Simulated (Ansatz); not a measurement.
## GeH, quartet: how well a Morse curve fills in a stretch

Starting geometry (PBE0/def2-TZVP stationary point for this spin, which needn't be the lowest; state Σ⁻ or Δ):

```csv
atom,x (Å),y (Å),z (Å)
Ge,0.0000,0.0000,0.0000
H,0.0000,0.0000,1.5719
```

Atom H2 moves along the line of the distance Ge1-H2, all else staying in place. Energies are in eV from the starting point at each level.

Basis cc-pVTZ; Ansatz 0.2.0. Only valence electrons are correlated (noble-gas cores and the filled d shells of p-block atoms frozen). No spin–orbit coupling is included, and no scalar relativity.

Full CI is exact within this basis and frozen core; it isn't the basis-set limit.

```tsv
distance Ge1-H2 (Å)	full CI	B3LYP
1.243	1.247	1.226
1.382	0.319	0.333
1.572	0.000	0.000
1.731	0.115	0.067
1.932	0.401	0.275
2.196	0.720	0.516
2.561	?	?
2.871	1.011	0.784
3.396	1.055	0.842
4.298	1.072	0.862
5.334	1.075	0.863
```

A Morse curve E(r) = E0 + De (1 − exp(−a (r − re)))² is laid through the three points about the minimum (1.382, 1.572, 1.731 Å), with E0 + De set to the last point:

```tsv
level	re (Å)	a (1/Å)	E0 (eV)	De (eV)	k = 2 De a² (eV/Å²)
full CI	1.565	2.383	0.000	1.075	12.2
B3LYP	1.589	2.333	-0.001	0.864	9.4
```

Q: Use the full-CI fit to predict the withheld energy at 2.561 Å.

A: exp(−2.383 × (2.561 − 1.565)) = 0.0932; E = 0.000 + 1.075 × (1 − 0.0932)² = 0.884 eV. Full CI in cc-pVTZ gives 0.938 eV, so the Morse form is 0.054 eV too low there (5.0 % of De). B3LYP gives 0.704 eV.

Kohn–Sham is unrestricted where that lies lower.

De here is the depth of the well in this basis, without the zero-point term.
